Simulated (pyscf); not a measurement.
Elementary routes open to H₃C–SnH₃ (SMILES [CH3][SnH3]) + H₂S (SMILES S) in the gas phase (singlet surface):
A. H₃C–SnH₂–SH (SMILES [CH3][SnH2][SH]) + H₂ (SMILES [H][H]) (H–Sn, H–S broken; S–Sn, H–H formed)
B. CH₄ (SMILES C) + HS–SnH₃ (SMILES [SH][SnH3]) (C–Sn, H–S broken; C–H, S–Sn formed)

Structures and frequencies: ωB97X-D3(BJ)/def2-SVP in PySCF.

Q: Rank the routes by free-energy barrier at 900 K, lowest first, for ωB97M-D3(BJ)/def2-TZVP energies (ideal gas, 1 atm, RRHO with modes under 100 cm⁻¹ raised to 100, one conformer, R ln 2 for chiral ones without a mode under 150 cm⁻¹).

A: A (283.5 kJ/mol), B (305.2 kJ/mol)

Route A is the fastest of these, ahead of the next by 21.6 kJ/mol. The most stable products are those of B (ΔG = -70.9 kJ/mol), whose barrier is 21.6 kJ/mol higher: the kinetic and the thermodynamic product differ. At 298 K A is still the fastest. Only these routes are compared; each barrier is that of the saddle found, and lower ones may exist. One closed-shell reference is unstable to symmetry breaking; treat the single-reference values with care. Elements past Kr carry the def2 core potentials, without spin-orbit coupling.
